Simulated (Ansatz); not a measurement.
`CC(C)C(C)C` and `CCCC(C)C(C)C` differ in one atom or group.

Ansatz, PBE0-D4/def2-TZVP geometries, multiplicity 1. Each molecule was computed in one conformer, which needn't be the lowest.

```json
{"property": "LUMO energy (PBE0/def2-TZVPP) / eV", "`CC(C)C(C)C`": "1.09"}
{"property": "HOMO–LUMO gap (B3LYP/def2-TZVPP) / eV", "`CC(C)C(C)C`": "9.16"}
{"property": "HOMO energy (PBE/def2-TZVPP) / eV", "`CC(C)C(C)C`": "-7.25"}
{"property": "LUMO energy (PBE/def2-TZVPP) / eV", "`CC(C)C(C)C`": "0.30"}
{"property": "HOMO energy (ωB97M-V/def2-TZVPP) / eV", "`CC(C)C(C)C`": "-10.87"}
{"property": "HOMO–LUMO gap (ωB97M-V/def2-TZVPP) / eV", "`CC(C)C(C)C`": "13.38"}
```

Question: Give the same properties after the change, and the shifts. (Estimate.)

Answer: Ansatz gave: 
| property | `CCCC(C)C(C)C` | shift |
| --- | --- | --- |
| LUMO energy (PBE0/def2-TZVPP) / eV | 1.12 | 0.03 |
| HOMO–LUMO gap (B3LYP/def2-TZVPP) / eV | 8.99 | -0.17 |
| HOMO energy (PBE/def2-TZVPP) / eV | -7.07 | 0.18 |
| LUMO energy (PBE/def2-TZVPP) / eV | 0.33 | 0.03 |
| HOMO energy (ωB97M-V/def2-TZVPP) / eV | -10.64 | 0.23 |
| HOMO–LUMO gap (ωB97M-V/def2-TZVPP) / eV | 13.18 | -0.20 |

B3LYP here is the variant with VWN-RPA as its local correlation; programs differ in this.
